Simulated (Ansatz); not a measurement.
The input, for Ansatz 0.2.0:

```yaml
crystal:
  periodic: [false, false, false]
  atoms:
    - {symbol: Al, position_ang: [0.000000, 0.000000, 0.349567]}
    - {symbol: Ga, position_ang: [0.000000, 0.000000, -2.320933]}
    - {symbol: H, position_ang: [0.000000, 0.000000, 1.971367]}
basis:
  gaussian: {orbitals: 6-31G}
magnetization: {spin_polarized: false, initial_magnetization: 1}
correlation: {method: bccd_t, electrons: outside_noble_gas}
```

```sh
$ ansatz run in.yaml --threads 1 --pin off --events-out ev --progress --plain --max-ram 2393MiB
```

The program prints:

```
420 factors; integrals over basis functions are off by at most 2.1e-4 eV
mean field evaluation 1: about -58921.3378 eV, gradient 6.4e0 eV
mean field evaluation 2: about -58921.3497 eV, gradient 6.5e0 eV
mean field evaluation 4: about -58921.7758 eV, gradient 1.3e0 eV
mean field evaluation 8: about -58921.7995 eV, gradient 1.9e-1 eV
mean field evaluation 16: about -58921.3379 eV, gradient 6.4e0 eV
mean field evaluation 32: about -58921.8019 eV, gradient 8.0e-7 eV
mean field evaluation 64: about -58921.7997 eV, gradient 1.7e-1 eV
mean field evaluation 96: about -58919.6395 eV, gradient 1.0e0 eV
mean field evaluation 128: about -58919.0709 eV, gradient 6.1e-1 eV
mean field evaluation 160: about -58919.9857 eV, gradient 5.7e0 eV
mean field evaluation 192: about -58919.6075 eV, gradient 1.2e0 eV
mean field evaluation 224: about -58919.4807 eV, gradient 5.4e-5 eV
mean field -58921.80186857 eV, -2165.3362800382 hartree, gradient 6.1e-7 eV, S^2 0.750000; 7 other end points of the search recorded, 0 dependent functions left out
mean field evaluation 256: about -58921.8235 eV, gradient 8.7e-2 eV
determinant -58921.80186857 eV, -2165.3362800382 hartree, with singles and doubles -58924.01528541 eV, -2165.4176216068 hartree
determinant -58919.64861191 eV, -2165.2571493156 hartree, with singles and doubles -58922.28981799 eV, -2165.3542118485 hartree
determinant -58919.48068554 eV, -2165.2509781351 hartree, with singles and doubles -58921.92558821 eV, -2165.3408266509 hartree
determinant -58919.07808390 eV, -2165.2361827978 hartree, with singles and doubles -58921.55282622 eV, -2165.3271279008 hartree
19 core orbitals not correlated: weight in the atoms' cores, before any rotation towards them, 0.999 or more for the frozen orbitals, at most 0.000 for the correlated occupied ones
reference -58921.80186857 eV, -2165.3362800382 hartree; 4, 3 occupied and 21, 22 virtual orbitals, 420 factors
second order -1.50917475 eV of doubles, -0.01043854 eV of singles
cycle   1  -2.21088466 eV  change   -5.9e-2 eV  update   1.6e-2
cycle   2  -2.21466598 eV  change   -3.8e-3 eV  update   5.8e-3
cycle   3  -2.21671542 eV  change   -2.0e-3 eV  update   2.3e-3
cycle   4  -2.21741028 eV  change   -6.9e-4 eV  update   1.0e-3
cycle   5  -2.21757094 eV  change   -1.6e-4 eV  update   5.3e-4
cycle   6  -2.21759433 eV  change   -2.3e-5 eV  update   2.3e-4
cycle   7  -2.21757461 eV  change    2.0e-5 eV  update   9.8e-5
cycle   8  -2.21755742 eV  change    1.7e-5 eV  update   4.6e-5
cycle   9  -2.21755274 eV  change    4.7e-6 eV  update   2.1e-5
cycle  10  -2.21755319 eV  change   -4.5e-7 eV  update   8.4e-6
perturbative correction -0.05610635 eV, -0.0020618702 hartree
Total energy: -58924.07552811 eV, -2165.4198354850 hartree
```

For the same geometry and basis full CI lies 29.7 meV lower.

Ran on 1 thread of Arm Neoverse V1, shared host: 3 s wall, 0.09 GiB peak host memory.
